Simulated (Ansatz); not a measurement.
Cohesive energy (eV/atom) of solids drawn from the class of tetrahedrally bonded semiconductors and semimetals, at two levels: PBE in Ansatz (plane waves, PAW), and r²SCAN0 in Ansatz (plane waves, PAW).

| solid | PBE | r²SCAN0 | shift (eV/atom) |
|---|---|---|---|
| zinc-blende GaN (metastable phase) | 4.39 | 4.32 | -0.07 |
| zinc-blende ZnSe | 2.58 | 2.82 | +0.24 |
| zinc-blende GaAs | 3.15 | 3.24 | +0.09 |
| zinc-blende GaSb | 2.82 | 2.87 | +0.05 |
| zinc-blende ZnS | 2.91 | 3.15 | +0.24 |
| zinc-blende CdTe | 2.05 | 2.23 | +0.18 |
| zinc-blende InSb | 2.63 | 2.67 | +0.04 |
| zinc-blende BAs | 4.64 | 4.55 | -0.09 |
| wurtzite BN (high-pressure phase) | 6.92 | 6.68 | -0.24 |
| wurtzite CdSe | 2.31 | 2.54 | +0.23 |

The shifts run from -0.24 eV/atom to +0.24 eV/atom, with a median of +0.07 eV/atom.

Of 10 rows, r²SCAN0 is the larger in 7 and the smaller in 3.

Ansatz's runs of these crystals have no spin polarisation.

Spin–orbit coupling is left out, also for the solids with elements from indium on (zinc-blende GaSb, zinc-blende CdTe, zinc-blende InSb); its size isn't shown.

Free atoms are spin-polarised, in the lowest state found; at levels without +SOC their spin–orbit coupling is left out. Each level is taken at its own relaxed cell. Ansatz's density-functional and Hartree–Fock values are scalar-relativistic unless marked +SOC, with PAW data made under PBE.

Ansatz is an electronic-structure program.
